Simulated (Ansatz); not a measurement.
System: cubic perovskite BaTiO₃ (cubic high-temperature phase). Method: r²SCAN0 (Ansatz, a program for electronic structure, plane waves, PAW).

Run with plane-wave cutoff 520 eV, 6×6×6 k mesh, Fermi–Dirac smearing 0.01 eV, no spin polarisation, scalar-relativistic PAW data made under PBE.

The cell has the measured lattice: a = b = c = 4.001 Å, α = β = γ = 90.00°.

Problem. Predict the band gap and smallest direct gap on the k points sampled.

Solution. 
* **band gap**: 4.24 eV (on the SCF k mesh)
* **smallest direct gap on the k points sampled**: 4.31 eV

Measured, for comparison: band gap 3.2 eV (temperature not stated, no zero-point or thermal correction; as tabulated in Matsushita et al. (2011), arXiv:1104.2769).

Note: held by symmetry at 0 K, a high-temperature phase can be a saddle point; cell and atoms aren't relaxed at this level (pressure -4.8 GPa).

Spin–orbit coupling is not included.

Static lattice: no zero-point or thermal effects.
